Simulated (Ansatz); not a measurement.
Corundum Cr2O3 was calculated with BLYP (plane waves, PAW; Ansatz, a first-principles code).

Settings: plane-wave cutoff 520 eV, 8×8×8 k mesh, Fermi–Dirac smearing 0.01 eV, spin-polarised with opposed moments, scalar-relativistic PAW data made under PBE.

Response to compression and expansion:

Shape and atoms are relaxed at each volume.

| V (Å³/atom) | P (GPa) | direct gap at Γ (eV) | smallest gap on the k mesh (eV) | c (Å) |
|---|---|---|---|---|
| 9.644 | 8.72 | 1.826 | 1.602 | 13.761 |
| 9.845 | 4.14 | 1.862 | 1.624 | 13.833 |
| 10.046 | 0.01 | 1.875 | 1.631 | 13.912 |
| 10.247 | -3.72 | 1.871 | 1.618 | 13.991 |
| 10.448 | -7.06 | 1.856 | 1.603 | 14.068 |

The fundamental gap (1.62 eV at the equilibrium volume, with added k points) lies elsewhere than Γ–Γ.

Measured, for comparison: band gap 3.3 ± 0.1 eV (temperature not stated, no zero-point or thermal correction, middle of the range; as tabulated in Medasani et al. (2019), arXiv:1904.04625).

Note: without U or exact exchange, gaps and moments of open d shells tend to come out too small; the bulk modulus comes from volumes at which shape and atoms were relaxed.
